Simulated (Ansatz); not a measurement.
## Silicon (diamond): adding exact exchange

Ansatz, plane waves with scalar-relativistic PAW, all at the PBE geometry (a = 5.471 Å) on a 5×5×5 mesh, smearing 0.1 eV.

```
functional  gap on the mesh (eV)  rough cost against PBE
       PBE                  0.61                      1×
     HSE06                  1.19                      8×
      PBE0                  1.85                     22×
```

A gap read on a coarse mesh may be too large.
